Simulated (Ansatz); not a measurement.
The first iterations of a band of BClH₂ (4 atoms, charge 0, multiplicity 1).

Computed with RKS PBE-D4/def2-SVP (Ansatz 0.2.0).

```json
{
  "movable images": "7",
  "climbing image": "yes",
  "spring": "5.0 eV/Å²",
  "optimiser": "quadratic models (default)",
  "start path": "through a guess of the saddle point",
  "force threshold": "0.03 eV/Å",
  "iteration limit": "60",
  "end points": "relaxed"
}
```

First end point:

```xyz
4
Properties=species:S:1:pos:R:3
B 0.289 0.000 0.167
H 0.249 0.000 1.378
H 1.318 0.000 -0.473
Cl -1.223 0.000 -0.706
```

Last end point:

```xyz
4
Properties=species:S:1:pos:R:3
B -0.365 0.000 -1.209
H 1.677 0.000 1.789
H 1.418 0.000 1.063
Cl -2.097 0.000 -1.277
```

| iteration | highest image above the first end (eV) | largest band force component (eV/Å) |
| --- | --- | --- |
| 1 | 5.117 | 4.027 |
| 2 | 4.473 | 2.437 |
| 3 | 3.939 | 1.739 |
| 4 | 4.198 | 3.054 |
| 5 | 3.936 | 2.119 |

Question: Does the band converge within its limit, and where does its top end?

Answer: The run converged. It ended after 15 iterations with the highest image 3.818 eV above the first end. Neighbouring images differ by up to 1.9 eV, so the band resolves the path poorly. A vibrational analysis at the climbing image gives one clearly imaginary mode, 1156i cm⁻¹: a first-order saddle point. The orbitals stay closed-shell, which can raise the energy where a bond breaks towards radicals; this wasn't checked here.

Time of the run: 60 s on 1 thread of Arm Neoverse V1 (shared host), peak memory 0.088 GiB.
